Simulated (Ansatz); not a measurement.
Worked example: correlation energy of HBGe, triplet

Geometry: a PBE0/def2-TZVP stationary point for this spin, not checked as a minimum.

```xyz
3

Ge    0.0000    0.0000    1.6897
B     0.0000    0.0000   -0.2506
H     0.0000    0.0000   -1.4391
```

Basis cc-pVDZ; Ansatz 0.2.0. Correlated methods freeze the noble-gas cores and the filled d shells of p-block atoms, which leaves 8 electrons in 31 orbitals. Prefix R: restricted or restricted open-shell reference. No spin–orbit coupling is included, and no scalar relativity.

Full CI is exact within this basis and frozen core; it isn't the basis-set limit.

Runs differ by some tens of microhartree through their thresholds and, for an open shell, their frozen cores, so steps under 0.03 kcal/mol mean nothing.

```csv
level,total energy (hartree)
RHF,-2100.515108
RMP2,-2100.642561
RCCSD,-2100.671858
RCCSD(T),-2100.677591
RCCSDT,-2100.678880
RCCSDT(Q),-2100.679241
RCCSDTQ,-2100.679288
full CI,-2100.679312
```

What is the correlation energy at full CI, and what share of it do RMP2 and RCCSDT recover?

E(corr) = -2100.679312 − (-2100.515108) = -0.164204 hartree = -4.468 eV. RMP2: -0.127453 / -0.164204 = 77.62 %. RCCSDT: -0.163772 / -0.164204 = 99.74 %.

By how many kcal/mol does RCCSD(T) miss full CI (1 hartree = 627.509 kcal/mol), and which steps make up the rest?

-2100.677591 − (-2100.679312) = 0.001721 hartree = 1.08 kcal/mol. Steps: RCCSDT − RCCSD(T) = -0.81, RCCSDT(Q) − RCCSDT = -0.23, RCCSDTQ − RCCSDT(Q) = -0.03, full CI − RCCSDTQ = -0.02 kcal/mol. Differences between like states or geometries often cancel part of this.
